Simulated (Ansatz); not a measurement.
Ansatz (an electronic-structure program) input (B3LYP/LANL2DZ): The .json file is the Basis Set Exchange's LANL2DZ.

Ansatz 0.2 input:
```yaml
crystal:
  periodic: [false, false, false]
  atoms:
    - {symbol: N, position_ang: [-0.00000000, -0.00000000, -0.55206952]}
    - {symbol: N, position_ang: [0.00000000, 0.00000000, 0.55206952]}
basis:
  gaussian:
    orbitals: LANL2DZ.json
hamiltonian:
  xc: {name: B3LYP}
total_charge: 1
magnetization: {spin_polarized: true, initial_magnetization: 1}
relax: {f_tol: 0.003, max_steps: 120}
```

From the last part of the output:

```
mean field evaluation 4: about -2963.4836 eV, gradient 1.5e-1 eV
mean field evaluation 8: about -2963.4846 eV, gradient 9.5e-4 eV
mean field evaluation 16: about -2963.4846 eV, gradient 6.8e-6 eV
mean field -2963.48455331 eV, -108.9060486122 hartree, gradient 6.8e-6 eV, S^2 0.752647; 1 other end points of the search recorded, 0 dependent functions left out
the calculation of the forces begins
reference -2963.48466258 eV, -108.9060526276 hartree; 7, 6 occupied and 11, 12 virtual orbitals, 303 factors
relax step   1: F+E_penalty+E_count = -2963.48455331 eV  Δ(F+E_penalty+E_count) = +0.000e0 eV  max|allowed force component| = 5.873e0 eV/Å  Δτ_max = 0.0000 Å  (31 SCF iters, accepted)
these checks for a lower state are left out or cut short: starts, cluster_reference, orbital_swaps, neighbouring_geometries, increment
integrals: 0.00 GiB planned
303 factors; integrals over basis functions are off by at most 3.3e-5 eV
mean field: 0.06 GiB planned
mean field -2963.59943696 eV, -108.9102705083 hartree, gradient 2.3e-5 eV, S^2 0.753184; 0 other end points of the search recorded, 0 dependent functions left out
the calculation of the forces begins
reference -2963.59954921 eV, -108.9102746336 hartree; 7, 6 occupied and 11, 12 virtual orbitals, 303 factors
relax step   2: F+E_penalty+E_count = -2963.59943696 eV  Δ(F+E_penalty+E_count) = -1.149e-1 eV  max|allowed force component| = 4.516e-1 eV/Å  Δτ_max = 0.0226 Å  (29 SCF iters, accepted)
these checks for a lower state are left out or cut short: starts, cluster_reference, orbital_swaps, neighbouring_geometries, increment
integrals: 0.00 GiB planned
303 factors; integrals over basis functions are off by at most 3.3e-5 eV
mean field: 0.06 GiB planned
mean field evaluation 32: about -2963.6003 eV, gradient 2.7e-5 eV
mean field -2963.60028558 eV, -108.9103016946 hartree, gradient 2.7e-5 eV, S^2 0.753140; 0 other end points of the search recorded, 0 dependent functions left out
the calculation of the forces begins
reference -2963.60039764 eV, -108.9103058128 hartree; 7, 6 occupied and 11, 12 virtual orbitals, 303 factors
relax step   3: F+E_penalty+E_count = -2963.60028558 eV  Δ(F+E_penalty+E_count) = -8.486e-4 eV  max|allowed force component| = 4.516e-2 eV/Å  Δτ_max = 0.0017 Å  (29 SCF iters, accepted)
these checks for a lower state are left out or cut short: starts, cluster_reference, orbital_swaps, neighbouring_geometries, increment
integrals: 0.00 GiB planned
303 factors; integrals over basis functions are off by at most 3.3e-5 eV
mean field: 0.06 GiB planned
mean field -2963.60025642 eV, -108.9103006230 hartree, gradient 1.6e-5 eV, S^2 0.753126; 0 other end points of the search recorded, 0 dependent functions left out
the calculation of the forces begins
reference -2963.60036841 eV, -108.9103047388 hartree; 7, 6 occupied and 11, 12 virtual orbitals, 303 factors
relax step   4: F+E_penalty+E_count = -2963.60025642 eV  Δ(F+E_penalty+E_count) = +2.916e-5 eV  max|allowed force component| = 9.565e-2 eV/Å  Δτ_max = 0.0006 Å  (22 SCF iters, rejected (line search))
these checks for a lower state are left out or cut short: starts, cluster_reference, orbital_swaps, neighbouring_geometries, increment
integrals: 0.00 GiB planned
303 factors; integrals over basis functions are off by at most 3.3e-5 eV
mean field: 0.06 GiB planned
mean field -2963.60029401 eV, -108.9103020044 hartree, gradient 4.6e-5 eV, S^2 0.753136; 0 other end points of the search recorded, 0 dependent functions left out
the calculation of the forces begins
reference -2963.60040605 eV, -108.9103061218 hartree; 7, 6 occupied and 11, 12 virtual orbitals, 303 factors
relax step   5: F+E_penalty+E_count = -2963.60029401 eV  Δ(F+E_penalty+E_count) = -8.429e-6 eV  max|allowed force component| = 7.996e-5 eV/Å  Δτ_max = 0.0002 Å  (19 SCF iters, accepted)
integrals: 0.00 GiB planned
303 factors; integrals over basis functions are off by at most 3.3e-5 eV
mean field: 0.06 GiB planned
mean field -2963.60029401 eV, -108.9103020044 hartree, gradient 4.6e-5 eV, S^2 0.753136; 2 other end points of the search recorded, 0 dependent functions left out
the calculation of the forces begins
reference -2963.60040605 eV, -108.9103061218 hartree; 7, 6 occupied and 11, 12 virtual orbitals, 303 factors
Total energy: -2963.60040605 eV, -108.9103061218 hartree
Atom 0 at     0.000000     0.000000    -0.572811 Å, force     0.000000    -0.000000     0.000080 eV/Å
Atom 1 at    -0.000000    -0.000000     0.572811 Å, force     0.000000    -0.000000    -0.000080 eV/Å
Dipole moment:     0.000000     0.000000    -0.000000 e Å
```

The dipole moment of an ion depends on the origin.
